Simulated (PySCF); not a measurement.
Method: PySCF, PBE, basis S def2-TZVP, F def2-TZVP (no relativity, density fitting). Open shells, if any, are unrestricted.

Question: What shape and geometry does isolated singlet SF4 take (every ligand bound to S)?

Answer: Counting electrons, sulfur keeps 2 of its valence electrons outside its bonds, so the VSEPR class is AX4E1 and the expected shape is see-saw (C2v), as computed. The lowest minimum found is a singlet of C2v symmetry with S–F 1.587 Å (×2), S–F 1.685 Å (×2); F–S–F 88.1° (×4), F–S–F 100.7°, F–S–F 174.0°. Its harmonic wavenumbers are 204 (a1), 309 (b2), 416 (a2), 472 (a1), 480 (b1), 519 (a1), 706 (b1), 788 (b2), 822 (a1) cm⁻¹ and its dipole moment is 0.64 D.
